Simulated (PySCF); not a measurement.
C₂H₃, SMILES [CH]=C (connectivity only; charge and spin as stated), charge +1, multiplicity 1.

Coordinates come from a B3LYP-D3(BJ)/def2-TZVP optimisation. The multiplicity is an assumed one; other spin states were not compared. The isomer is the one that the SMILES or the coordinates give; other isomers of the formula were not compared.

Method: B3LYP-D3(BJ)/def2-TZVP (PySCF).

Frequencies are harmonic and unscaled.

| mode | ν (cm⁻¹) | IR (km/mol) | Raman (Å⁴/amu) | depolarisation | moving atoms (share of kinetic energy) |
|---|---|---|---|---|---|
| 1 | 293 | 41.6 | 0.0 | – | H 88 %, C 12 % |
| 2 | 657 | 56.6 | 1.4 | 0.75 | H 73 %, C 27 % |
| 3 | 853 | 106.7 | 0.0 | – | H 78 %, C 22 % |
| 4 | 1081 | 1.0 | 0.0 | – | H 66 %, C 34 % |
| 5 | 1181 | 89.0 | 12.3 | 0.55 | H 95 % |
| 6 | 1781 | 54.4 | 31.7 | 0.10 | C 88 %, H 12 % |
| 7 | 2999 | 281.8 | 76.8 | 0.09 | H 94 % |
| 8 | 3047 | 213.0 | 45.3 | 0.75 | H 90 %, C 10 % |
| 9 | 3290 | 122.4 | 42.2 | 0.16 | H 87 %, C 13 % |
